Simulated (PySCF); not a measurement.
# SiNH3 (SMILES [N][SiH3]) at UCCSDT/STO-6G

What is the energy change on altering one bond length of SiNH3 at UCCSDT/STO-6G? The job is set up through a Python script.

The calculation is run with PySCF 2.14.0.

15 further runs of the same task are left out: 4 that didn't finish, 11 set aside as unsound or not needed.

**1. The system as given**

SiNH3 has 5 atoms, charge 0, and is taken as a triplet. As SMILES, `[N][SiH3]`. The coordinates come from a GFN2-xTB relaxation.

Bond lengths: N1–Si2 1.655 Å, Si2–H3 1.476 Å, Si2–H4 1.476 Å, Si2–H5 1.476 Å. Angles: N1–Si2–H3 111.3°, N1–Si2–H4 111.1°, N1–Si2–H5 111.1°, H3–Si2–H4 107.7°, H3–Si2–H5 107.7°, H4–Si2–H5 107.7°.

**2. The energy at UCCSDT/STO-6G**

job.py reads:

```python
from pyscf import gto, cc

mol = gto.M(
    atom='''
N     -1.536630     0.334330     0.479510
Si     0.010240    -0.002340    -0.003820
H      0.064950    -0.313200    -1.445390
H      0.555100    -1.162980     0.727210
H      0.906340     1.144190     0.242490
''',
    spin=2,
    verbose=3,
    charge=0,
    max_memory=1860,
    basis='sto-6g',
)

mf = mol.UHF()
mf.conv_tol = 1e-10
mf.kernel()
if not mf.converged:
    mf = mf.newton().run(mf.mo_coeff, mf.mo_occ)

mycc = cc.CCSDT(mf, frozen=6)
mycc.kernel()
energy = mycc.e_tot
print('Final energy', energy)
```

The run is started by

```sh
OMP_NUM_THREADS=1 python job.py
```

The log of the run:

```text
WARN: HOMO -0.178089599943684 >= LUMO -0.1781650049459

converged SCF energy = -343.85971591757  <S^2> = 2.0137739  2S+1 = 3.0091686
_make_eris_incore_UCCSDT

WARN: A large `blksize_v_aaa` is being used, which may cause large memory consumption
      for storing contraction intermediates. If memory is sufficient, consider using
      `pyscf.cc.uccsdt_highm.UCCSDT` instead.

WARN: A large `blksize_v_aab` is being used, which may cause large memory consumption
      for storing contraction intermediates. If memory is sufficient, consider using
      `pyscf.cc.uccsdt_highm.UCCSDT` instead.

UCCSDT converged
E(UCCSDT) = -343.9346523322139   E_corr = -0.07493641464363066
E_corr(same-spin) = -0.00314803989548688
E_corr(oppo-spin) = -0.0717883747481438
Final energy -343.9346523322139
```

It took 1.1 s on 1 thread of Intel Xeon Platinum 8559C (Emerald Rapids), shared host; peak memory 0.12 GiB.

**3. The distorted shape at the same level**

start.xyz reads:

```xyz
5

N     -2.253530    -0.582919     0.282457
Si    -0.706660    -0.919589    -0.200873
H     -0.651950    -1.230449    -1.642443
H     -0.161800    -2.080229     0.530157
H      0.906340     1.144190     0.242490
```

input.py reads:

```python
from pyscf import gto, scf, cc

system = gto.M(
    atom='start.xyz',
    basis='sto-6g',
    verbose=3,
    max_memory=1860,
    spin=2,
    charge=0,
)

calc0 = scf.UHF(system)
calc0.conv_tol = 1e-10
calc0.kernel()
if not calc0.converged:
    calc0 = calc0.newton().run(calc0.mo_coeff, calc0.mo_occ)

mycc = cc.CCSDT(calc0, frozen=6)
mycc.kernel()
e_final = mycc.e_tot
print('E(%s) = %.9f' % ('CCSDT', e_final))
```

The run is started by

```sh
OMP_NUM_THREADS=1 python input.py
```

The log of the run:

```text
WARN: HOMO -0.15105706862496 >= LUMO -0.178072570072817

converged SCF energy = -343.719738966196  <S^2> = 2.7363156  2S+1 = 3.4561919
_make_eris_incore_UCCSDT

WARN: A large `blksize_v_aaa` is being used, which may cause large memory consumption
      for storing contraction intermediates. If memory is sufficient, consider using
      `pyscf.cc.uccsdt_highm.UCCSDT` instead.

WARN: A large `blksize_v_aab` is being used, which may cause large memory consumption
      for storing contraction intermediates. If memory is sufficient, consider using
      `pyscf.cc.uccsdt_highm.UCCSDT` instead.

UCCSDT converged
E(UCCSDT) = -343.8042642561372   E_corr = -0.08452528994104364
E_corr(same-spin) = -0.00611909379913463
E_corr(oppo-spin) = -0.078406196141909
E(CCSDT) = -343.804264256
```

It took 1.9 s on 1 thread of Intel Xeon Platinum 8559C (Emerald Rapids), shared host; peak memory 0.11 GiB.

**4. Results**

At UCCSDT/STO-6G, 6 core orbitals frozen:

```
                                                                   quantity          value
                                                  first shape: total energy  -343.93465 Eh
                          first shape: dipole moment (Hartree–Fock density)         1.31 D
    first shape: HOMO energy (Hartree–Fock orbitals) (highest over α and β)       -8.98 eV
     first shape: LUMO energy (Hartree–Fock orbitals) (lowest over α and β)        8.15 eV
                   first shape: correlation energy (6 core orbitals frozen)      -74.9 mEh
                             first shape: ⟨S²⟩ of the reference determinant          2.014
                                                 first shape: T1 diagnostic          0.009
                                              distorted shape: total energy  -343.80426 Eh
                      distorted shape: dipole moment (Hartree–Fock density)         1.78 D
distorted shape: HOMO energy (Hartree–Fock orbitals) (highest over α and β)       -7.58 eV
 distorted shape: LUMO energy (Hartree–Fock orbitals) (lowest over α and β)        6.26 eV
               distorted shape: correlation energy (6 core orbitals frozen)      -84.5 mEh
                         distorted shape: ⟨S²⟩ of the reference determinant          2.736
                                             distorted shape: T1 diagnostic          0.059
         energy change with the Si2–H5 bond stretched from 1.476 to 2.657 Å       3.548 eV
```

**Reading.** With the Si2–H5 bond stretched from 1.476 to 2.657 Å the energy rises by 3.55 eV (342 kJ/mol). The first shape isn't relaxed at this level, so the change isn't measured from a minimum. The minimal basis adds a large error of its own. Mulliken charges (first shape) of the mean-field density run from -0.32 on N1 to +0.78 on Si2; they depend strongly on the basis. ⟨S²⟩ (distorted shape) is 2.74 where a pure triplet has 2.00: the reference is spin-contaminated. The T1 diagnostic (distorted shape) of 0.059 is above the customary mark for such species, so a single reference may not serve. Mulliken charges (distorted shape) of the mean-field density run from -0.32 on N1 to +0.65 on Si2.
